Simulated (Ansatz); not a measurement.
Geometry optimisation, UKS B3LYP-D4/def2-TZVP (Ansatz).

Input:

```yaml
crystal:
  periodic: [false, false, false]
  atoms:
    - { symbol: "N", position_ang: [-1.103, 0.1389, -0.4632] }
    - { symbol: Al, position_ang: [0.6936, -0.2897, -0.3672] }
    - { symbol: O, position_ang: [1.4035, -0.7286, 1.2394] }
    - { symbol: H, position_ang: [-1.62147, -0.67735, -0.17155] }
    - { symbol: H, position_ang: [-1.32528, 0.8611, 0.32754] }
    - { symbol: H, position_ang: [1.7596, 0.1461, 1.6202] }
magnetization:
  spin_polarized: true
  initial_magnetization: 1
basis:
  gaussian: { orbitals: def2-TZVP }
hamiltonian:
  xc: b3lyp
  dispersion: d4
relax:
  f_tol: 0.015
  max_steps: 40
```

Launched with:

```bash
$ ansatz run input.yaml --threads 2 --pin off --max-ram 3072MiB --backend cpu --events-out ev --progress --plain --runs-dir out
```

Task: Where does it end, and by what steps?

Result: It converged. After 11 steps the energy has fallen by 0.859 eV; H4 moved furthest, 0.83 Å.

```
step  energy less start (eV)  largest force component (eV/Å)  accepted
   0                  0.0000                           2.516       yes
   1                 -0.2333                           1.847       yes
   2                 -0.4386                           0.977       yes
   3                 -0.6136                           0.742       yes
   4                 -0.6458                           1.449       yes
   5                 -0.6256                           2.134        no
   6                 -0.7782                           0.673       yes
   7                 -0.8201                           0.338       yes
   8                 -0.8511                           0.153       yes
   9                 -0.8585                           0.029       yes
  10                 -0.8582                           0.066        no
  11                 -0.8589                           0.011       yes
```

```xyz
6
Properties=species:S:1:pos:R:3
N -1.132 -0.049 -0.178
Al 0.546 -0.604 -0.018
O 1.411 0.024 1.318
H -1.771 -0.326 -0.905
H -1.571 0.598 0.461
H 2.324 -0.193 1.507
```

Whether the end is a true minimum wasn't checked by a vibrational analysis.

Time of the run: 11 s on 2 threads of AMD EPYC 9R45 96-Core Processor (Zen 5), on a shared host, peak memory 0.24 GiB.
